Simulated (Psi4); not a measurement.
C₃H₆, charge -1, doublet, geometry from GFN2-xTB of the parent state (a state made from the parent by changing its charge; the spin is typed, not shown lowest) (a gas-phase anion, which may not be bound at this level); CAM-B3LYP/cc-pVDZ in Psi4.

Psi4 was given this input:
```
memory 2 GB

molecule {
-1 2
C     1.27989193    0.12352179    0.00919112
C     0.00825223    0.47486055    0.00924347
H     1.58086326   -0.91147352   -0.00926160
H     2.07459801    0.84971927    0.02748105
H    -0.26659719    1.52209281    0.02807201
C    -1.13573952   -0.48243353   -0.01537878
H    -0.78376375   -1.51090673   -0.03343425
H    -1.76443256   -0.33959044    0.86334919
H    -1.75509560   -0.30553422   -0.89454124
}

set {
  basis cc-pvdz
  reference uks
}

energy('cam-b3lyp')
print_variables()
```

**Question.** Predict the main parts of the log of this Psi4 run.

**Answer.** 
```
   => Loading Basis Set <=

    Name: CC-PVDZ
    Role: ORBITAL
    Keyword: BASIS

         ---------------------------------------------------------
                                   SCF
               by Justin Turney, Rob Parrish, Andy Simmonett
                          and Daniel G. A. Smith
                              UKS Reference
         ---------------------------------------------------------

  ==> Geometry <==

    Molecular point group: c1
    Full point group: C1

    Geometry (in Angstrom), charge = -1, multiplicity = 2:

       Center              X                  Y                   Z               Mass
    ------------   -----------------  -----------------  -----------------  -----------------
         C            1.258314326426     0.107105639292     0.008758474845    12.000000000000
         C           -0.013325373574     0.458444399292     0.008810824845    12.000000000000
         H            1.559285656426    -0.927889670708    -0.009694245155     1.007825032230
         H            2.053020406426     0.833303119292     0.027048404845     1.007825032230
         H           -0.288174793574     1.505676659292     0.027639364845     1.007825032230
         C           -1.157317123574    -0.498849680708    -0.015811425155    12.000000000000
         H           -0.805341353574    -1.527322880708    -0.033866895155     1.007825032230
         H           -1.786010163574    -0.356006590708     0.862916544845     1.007825032230
         H           -1.776673203574    -0.321950370708    -0.894973885155     1.007825032230

  Running in c1 symmetry.

  Rotational constants: A =      1.57118  B =      0.31579  C =      0.27637 [cm^-1]
  Rotational constants: A =  47102.70216  B =   9467.23259  C =   8285.49959 [MHz]
  Nuclear repulsion =   71.248574082993301

  Charge       = -1
  Multiplicity = 2
  Electrons    = 25
  Nalpha       = 13
  Nbeta        = 12

  ==> Algorithm <==

  SCF Algorithm Type is DF.
  DIIS enabled.
  MOM disabled.
  Fractional occupation disabled.
  Guess Type is SAD.
  Energy threshold   = 1.00e-06
  Density threshold  = 1.00e-06
  Integral threshold = 1.00e-12

  ==> Primary Basis <==

  Basis Set: CC-PVDZ
    Blend: CC-PVDZ
    Number of shells: 36
    Number of basis functions: 72
    Number of Cartesian functions: 75
    Spherical Harmonics?: true
    Max angular momentum: 2

  ==> DFT Potential <==

   => LibXC <=

    Version 7.1.2
[...]
      Ntotal   =   24.9999775768 ; deviation = -2.242e-05

   @Spin Contamination Metric:   3.219647021E-03
   @S^2 Expected:                7.500000000E-01
   @S^2 Observed:                7.532196470E-01
   @S   Expected:                5.000000000E-01
   @S   Observed:                5.000000000E-01

    Orbital Energies [Eh]
    ---------------------

    Alpha Occupied:

[...]
      13A      0.152638

    Alpha Virtual:

[...]
    Beta Occupied:

[...]
    Beta Virtual:

[...]
    Final Occupation by Irrep:
              A
    DOCC [    12 ]
    SOCC [     1 ]
    NA   [    13 ]
    NB   [    12 ]

  @DF-UKS Final Energy:  -117.71424073361275

   => Energetics <=

    Nuclear Repulsion Energy =             71.2485740829933007
    One-Electron Energy =                -303.8541343637887735
    Two-Electron Energy =                 128.2894173943049907
    DFT Exchange-Correlation Energy =     -13.3980978471222443
    Empirical Dispersion Energy =           0.0000000000000000
    VV10 Nonlocal Energy =                  0.0000000000000000
    Total Energy =                       -117.7142407336127405

  UHF NO Occupations:
  HONO-2 :   11  A 1.9995840
  HONO-1 :   12  A 1.9992940
  HONO-0 :   13  A 1.0000000
  LUNO+0 :   14  A 0.0007060
  LUNO+1 :   15  A 0.0004160
  LUNO+2 :   16  A 0.0002498
  LUNO+3 :   17  A 0.0000911

Computation Completed

Properties will be evaluated at   0.000000,   0.000000,   0.000000 [a0]

Properties computed using the SCF density matrix

 Multipole Moments:

 ------------------------------------------------------------------------------------
     Multipole            Electronic (a.u.)      Nuclear  (a.u.)        Total (a.u.)
 ------------------------------------------------------------------------------------

 L = 1.  Multiply by 2.5417464519 to convert [e a0] to [Debye]
 Dipole X            :          0.1498858           -0.9786182           -0.8287324
 Dipole Y            :          0.4705424           -0.7445286           -0.2739862
 Dipole Z            :          0.0099121           -0.0196219           -0.0097098
 Magnitude           :                                                    0.8729033

 ------------------------------------------------------------------------------------

  Variable Map:
  ----------------------------------------------------------------------------
[...]
  Array Variable Map:
  ----------------------------------------------------------------------------
[...]
[...]
```
